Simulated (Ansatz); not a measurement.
# NF3 (SMILES FN(F)F) at CCSD(T)/STO-3G

What is the vertical ionisation energy of NF3 at CCSD(T)/STO-3G? 

Program for the calculation: Ansatz 0.2.0.

23 further runs of the same task are left out: 1 that didn't finish, 22 set aside as unsound or not needed.

### Step 1. The molecule

NF3 has 4 atoms, charge 0, and is taken as a singlet. As SMILES, `FN(F)F`. Geometry: relaxed at GFN2-xTB.

Bond lengths: F1–N2 1.359 Å, N2–F3 1.359 Å, N2–F4 1.359 Å. Angles: F1–N2–F3 103.3°, F1–N2–F4 103.2°, F3–N2–F4 103.2°.

### Step 2. The energy at CCSD(T)/STO-3G

Contents of in.yaml:

```yaml
basis:
  gaussian:
    orbitals: STO-3G
crystal:
  periodic: [false, false, false]
  atoms:
    - symbol: F
      position_ang: [0.623050, -0.000560, 1.070480]
    - symbol: "N"
      position_ang: [0.341300, -0.071640, -0.257040]
    - symbol: F
      position_ang: [-0.635810, -1.014280, -0.318110]
    - symbol: F
      position_ang: [-0.328540, 1.086490, -0.495330]
total_charge: 0
correlation:
  method: ccsd_t
  frozen_orbitals: {F: 1, "N": 1}
accuracy: high
scf:
  omitted_lower_state_checks: [cluster_reference, increment]
```

On the command line:

```console
$ ansatz run in.yaml --threads 1 --pin off --max-ram 2610MiB --events-out events.jsonl --progress --plain --runs-dir runs
```

The log of the run (excerpt; [...] marks lines left out):

```text
Warning: RAYON_NUM_THREADS=1 ignored (pool sized by the plan → 1); use --threads N
Functional definition: HF
  name "HF"
[...]
369 factors; integrals over basis functions are off by at most 6.0e-8 eV
[...]
mean field -9462.81077930 eV, -347.7518820158 hartree, gradient 2.6e-8 eV, S^2 0.000000; 0 other end points of the search recorded, 0 dependent functions left out
4 core orbitals not correlated: weight in the atoms' cores, before any rotation towards them, 1.000 or more for the frozen orbitals, at most 0.000 for the correlated occupied ones
reference -9462.81077930 eV, -347.7518820158 hartree; 13, 13 occupied and 3, 3 virtual orbitals, 369 factors
second order -2.80740753 eV of doubles, -0.00000000 eV of singles
cycle   1  -3.39031133 eV  change   -5.8e-1 eV  update   7.1e-2
[...]
cycle  20  -3.76296925 eV  change   8.9e-10 eV  update   1.5e-9
perturbative correction -0.09008775 eV, -0.0033106636 hartree
Total energy: -9466.66383630 eV, -347.8934792487 hartree
Checks for a lower state left out: cluster_reference, increment
```

Wall time 0.18 s (1 thread of Intel Xeon Platinum 8488C (Sapphire Rapids), shared host).

### Step 3. The doublet cation, same level

Contents of input.yaml:

```yaml
crystal:
  periodic: [false, false, false]
  atoms:
    - {symbol: F, position_ang: [0.623050, -0.000560, 1.070480]}
    - {symbol: N, position_ang: [0.341300, -0.071640, -0.257040]}
    - {symbol: F, position_ang: [-0.635810, -1.014280, -0.318110]}
    - {symbol: F, position_ang: [-0.328540, 1.086490, -0.495330]}
basis:
  gaussian:
    orbitals: STO-3G
total_charge: 1
magnetization:
  spin_polarized: true
  initial_magnetization: 1
correlation:
  method: ccsd_t
  frozen_orbitals: {F: 1, "N": 1}
accuracy: high
scf:
  omitted_lower_state_checks: [cluster_reference, increment]
```

On the command line:

```console
$ ansatz run input.yaml --threads 1 --pin off --max-ram 2610MiB --events-out events.jsonl --progress --plain --runs-dir runs
```

The log of the run (excerpt; [...] marks lines left out):

```text
Warning: RAYON_NUM_THREADS=1 ignored (pool sized by the plan → 1); use --threads N
[... 2 set-up lines as earlier in the session ...]
[...]
369 factors; integrals over basis functions are off by at most 6.0e-8 eV
[...]
mean field -9453.17835364 eV, -347.3978969018 hartree, gradient 4.2e-8 eV, S^2 0.790130; 0 other end points of the search recorded, 0 dependent functions left out
4 core orbitals not correlated: weight in the atoms' cores, before any rotation towards them, 1.000 or more for the frozen orbitals, at most 0.000 for the correlated occupied ones
reference -9453.17835364 eV, -347.3978969018 hartree; 13, 12 occupied and 3, 4 virtual orbitals, 369 factors
second order -3.72045748 eV of doubles, -0.00000000 eV of singles
cycle   1  -4.33276984 eV  change   -6.1e-1 eV  update   1.0e-1
[...]
cycle  28  -4.94846452 eV  change   -1.4e-9 eV  update   1.6e-9
perturbative correction -0.20395431 eV, -0.0074951826 hartree
Total energy: -9458.33077247 eV, -347.5872448013 hartree
Checks for a lower state left out: cluster_reference, increment
```

It took 0.38 s on 1 thread of Intel Xeon Platinum 8488C (Sapphire Rapids), shared host.

### Step 4. What came out

At CCSD(T)/STO-3G, 4 core orbitals frozen:

```
                                                   quantity          value
                                  singlet NF3: total energy  -347.89348 Eh
   singlet NF3: correlation energy (4 core orbitals frozen)     -141.6 mEh
                                singlet NF3: (T) correction      -3.31 mEh
                                 singlet NF3: T1 diagnostic          0.011
                               doublet cation: total energy  -347.58724 Eh
doublet cation: correlation energy (4 core orbitals frozen)     -189.3 mEh
                             doublet cation: (T) correction      -7.50 mEh
          doublet cation: ⟨S²⟩ of the reference determinant          0.790
                              doublet cation: T1 diagnostic          0.028
         vertical ionisation energy (to the doublet cation)       8.333 eV
```

**Reading.** Removing an electron at fixed nuclei costs 8.33 eV (192 kcal/mol). In a minimal basis such a difference can be off by several eV, whatever the method. The triples (singlet NF3) make up 2.3 % of the correlation energy. The triples (doublet cation) make up 4.0 % of the correlation energy.
